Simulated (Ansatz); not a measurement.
**PHF₂ (quintet): wave-function methods side by side, cc-pVDZ**

Aim: climb from Hartree-Fock through coupled cluster and multireference methods for PHF₂ (quintet) at one geometry and basis, and see what each rung misses.

Program: Ansatz 0.2.0, Gaussian basis. Level of theory: cc-pVDZ, core rule «outside noble gas», up to 7 orbitals frozen. These are calculated values, not measurements.

To be run: UHF; CCSD(T) on ROHF; CCSD(T) on UHF; BCCD(T) on ROHF; CISD as a restricted active space (open shells left free, so some higher excitations enter); CCSDT(Q) on ROHF; CCSDT(Q) on UHF; CASSCF and MRCISD+Q, 20 electrons in 13 orbitals; CASSCF and NEVPT2, 20 electrons in 13 orbitals.

12 further runs of the same task are left out: 6 for a known fault of the program, 6 set aside as unsound or not needed. Runs told in other sessions of the task aren't counted.

## (1) The geometry

The geometry is a PBE0/def2-TZVP stationary point (not a proven minimum) of the parent state, kept for this charge and spin.

4 atoms, charge 0, spin multiplicity 5.

Atoms are counted from 1 here; the program's logs count them from 0.

Bond lengths: F1–P2 1.632 Å, P2–F3 1.632 Å, P2–H4 1.402 Å. Angles: F1–P2–F3 164.9°, F1–P2–H4 97.6°, F3–P2–H4 97.6°.

## (2) UHF

in.yaml

```yaml
crystal:
  periodic: [false, false, false]
  atoms:
    - {symbol: F, position_ang: [0.000000, -0.118388, 1.617771]}
    - {symbol: P, position_ang: [0.000000, 0.096465, 0.000000]}
    - {symbol: F, position_ang: [0.000000, -0.118388, -1.617771]}
    - {symbol: H, position_ang: [0.000000, 1.498583, 0.000000]}
basis:
  gaussian: {orbitals: cc-pVDZ}
magnetization: {spin_polarized: true, initial_magnetization: 4}
hamiltonian: {xc: hf}
output: {orbitals: {seedname: orbitals}}
```

Run with:

```
> ansatz run in.yaml --threads 1 --pin off --events-out ev --progress --plain --max-ram 2816MiB --backend cpu
```

The runs that follow: CCSD(T) on ROHF; CCSD(T) on UHF; BCCD(T) on ROHF; CISD as a restricted active space (open shells left free, so some higher excitations enter); CCSDT(Q) on ROHF; CCSDT(Q) on UHF; CASSCF and MRCISD+Q, 20 electrons in 13 orbitals; CASSCF and NEVPT2, 20 electrons in 13 orbitals.

**Question.** What will the summary of the whole plan be? Wanted: UCCSDT(Q) from the RHF energy; RMP2 from UCCSDT(Q); UMP2 from UCCSDT(Q); RCCSD from UCCSDT(Q); RCCSD(T) from UCCSDT(Q); UCCSD(T) from UCCSDT(Q); RCCSDT(Q) from UCCSDT(Q); NEVPT2 valence from UCCSDT(Q); MRCISD+Q valence from UCCSDT(Q).

The runs gave:

```
                         quantity              value
    UCCSDT(Q) from the ROHF energy        -13.6818 eV
              RMP2 from UCCSDT(Q)    +18.57 kcal/mol
              UMP2 from UCCSDT(Q)    +19.84 kcal/mol
             RCCSD from UCCSDT(Q)     +9.58 kcal/mol
          RCCSD(T) from UCCSDT(Q)     +1.87 kcal/mol
          UCCSD(T) from UCCSDT(Q)     +1.94 kcal/mol
         RCCSDT(Q) from UCCSDT(Q)     +0.27 kcal/mol
    NEVPT2 valence from UCCSDT(Q)    +40.09 kcal/mol
  MRCISD+Q valence from UCCSDT(Q)     +6.26 kcal/mol
levels within 1 kcal/mol (43 meV)  UCCSDT, RCCSDT(Q)
                    T1 diagnostic              0.039
   effectively unpaired electrons               4.01
```

What this shows: RCCSD(T) misses by +1.87 kcal/mol, 0.6 % of the correlation energy. One determinant dominates. Of the multireference levels listed MRCISD+Q valence comes nearest in total energy (+6.26 kcal/mol), which doesn't show that its space is the better one. These misses are within one basis, not against nature; the frozen cores of restricted and unrestricted runs differ, which can shift their rows.

With open shells the CI space here admits some higher excitations, so it is larger than plain CISD.
